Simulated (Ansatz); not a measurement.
# CH2BF: single points off equilibrium

Aim: energy, forces and dipole at a structure displaced at random from a GFN2-xTB minimum, from CCSD(T) and from density functionals.

Method: single points in def2-TZVPP; program: Ansatz 0.2.0, Gaussian basis.

Cores are frozen in the correlated methods.

## Step 1: The system as given

SMILES `C=BF`, 5 atoms, charge 0, spin multiplicity 1.

Atoms are counted from 1 here; the program's logs count them from 0.

Bond lengths: C1–B2 1.379 Å, C1–H4 1.229 Å, C1–H5 1.244 Å, B2–F3 1.290 Å. Angles: B2–C1–H4 125.2°, B2–C1–H5 133.7°, H4–C1–H5 100.6°, C1–B2–F3 169.7°.

Coordinates:

```mol
CH2BF
  3D, bonds by distance, orders not assigned

  5  4  0  0  0  0  0  0  0  0999 V2000
   -0.1807    0.3874   -0.2538 C   0  0
    0.5203   -0.5892    0.4225 B   0  0
    1.3618   -1.4085    0.9554 F   0  0
   -0.7482    1.3431    0.2705 H   0  0
   -0.5661    0.5093   -1.4305 H   0  0
  1  2  8  0
  1  4  8  0
  1  5  8  0
  2  3  8  0
M  END
```

## Step 2: CCSD(T)/def2-TZVPP

File run/in.yaml:

```yaml
crystal:
  periodic: [false, false, false]
  atoms:
    - {symbol: C, position_ang: [-0.180700, 0.387400, -0.253800]}
    - {symbol: B, position_ang: [0.520300, -0.589200, 0.422500]}
    - {symbol: F, position_ang: [1.361800, -1.408500, 0.955400]}
    - {symbol: H, position_ang: [-0.748200, 1.343100, 0.270500]}
    - {symbol: H, position_ang: [-0.566100, 0.509300, -1.430500]}
basis:
  gaussian: {orbitals: def2-TZVPP}
correlation: {method: ccsd_t}
output: {forces: true}
```

No record of the launch command was kept for these runs.

## Step 3: PBE0-D4/def2-TZVPP

run/in.yaml: that of step 2 with these lines changed.

```diff
@@ -10,3 +10,3 @@
   gaussian: {orbitals: def2-TZVPP}
-correlation: {method: ccsd_t}
-output: {forces: true}
+hamiltonian: {xc: pbe0, dispersion: d4}
+output: {forces: true, orbitals: {seedname: orbitals}}
```

## Step 4: wB97M-V/def2-TZVPP

run/in.yaml: that of step 3 with these lines changed.

```diff
@@ -10,3 +10,3 @@
   gaussian: {orbitals: def2-TZVPP}
-hamiltonian: {xc: pbe0, dispersion: d4}
-output: {forces: true, orbitals: {seedname: orbitals}}
+hamiltonian: {xc: {name: wB97M-V}}
+output: {forces: true}
```

## Step 5: r2SCAN-D4/def2-TZVPP

run/in.yaml: that of step 4 with these lines changed.

```diff
@@ -10,3 +10,3 @@
   gaussian: {orbitals: def2-TZVPP}
-hamiltonian: {xc: {name: wB97M-V}}
+hamiltonian: {xc: r2scan, dispersion: d4}
 output: {forces: true}
```

## Step 6: PBE-D4/def2-TZVPP

run/in.yaml: that of step 5 with these lines changed.

```diff
@@ -10,3 +10,3 @@
   gaussian: {orbitals: def2-TZVPP}
-hamiltonian: {xc: r2scan, dispersion: d4}
+hamiltonian: {xc: pbe, dispersion: d4}
 output: {forces: true}
```

## Step 7: r2SCAN0-D4/def2-TZVPP

run/in.yaml: that of step 6 with these lines changed.

```diff
@@ -10,3 +10,3 @@
   gaussian: {orbitals: def2-TZVPP}
-hamiltonian: {xc: pbe, dispersion: d4}
+hamiltonian: {xc: {name: r2SCAN0}, dispersion: d4}
 output: {forces: true}
```

## Step 8: HSE06-D4/def2-TZVPP

run/in.yaml: that of step 7 with these lines changed.

```diff
@@ -10,3 +10,3 @@
   gaussian: {orbitals: def2-TZVPP}
-hamiltonian: {xc: {name: r2SCAN0}, dispersion: d4}
+hamiltonian: {xc: hse06, dispersion: d4}
 output: {forces: true}
```

(Steps that only read results are left out.)

What does the calculation give? Wanted: energy less free atoms, CCSD(T)/def2-TZVPP; RMS force component; RMS force error; HOMO and LUMO, PBE0-D4; T1 diagnostic.

**Answer**, as computed:

```
                                  quantity                                                                                               value
energy less free atoms, CCSD(T)/def2-TZVPP                                                                                          -19.519 eV
                       RMS force component                                                                1.775 to 1.939 eV/Å over the methods
                           RMS force error  PBE0-D4 0.179, wB97M-V 0.193, r2SCAN-D4 0.173, PBE-D4 0.216, r2SCAN0-D4 0.242, HSE06-D4 0.177 eV/Å
                    HOMO and LUMO, PBE0-D4                                                                                  -6.58 and -1.00 eV
                             T1 diagnostic                                                                                               0.014
```

**Reading.** Against CCSD(T) the functionals' energies less atoms differ by -1.411 to -0.334 eV, PBE-D4 by -1.411 eV. CCSD(T) in triple zeta still lacks some correlation energy of the bonds, so part of these gaps is its own basis error and they don't rank the functionals. The forces of r2SCAN-D4 come nearest to CCSD(T), those of r2SCAN0-D4 are farthest. Frozen-core CCSD(T) forces in triple zeta carry basis errors of their own, and this is one geometry, so small gaps rank nothing.
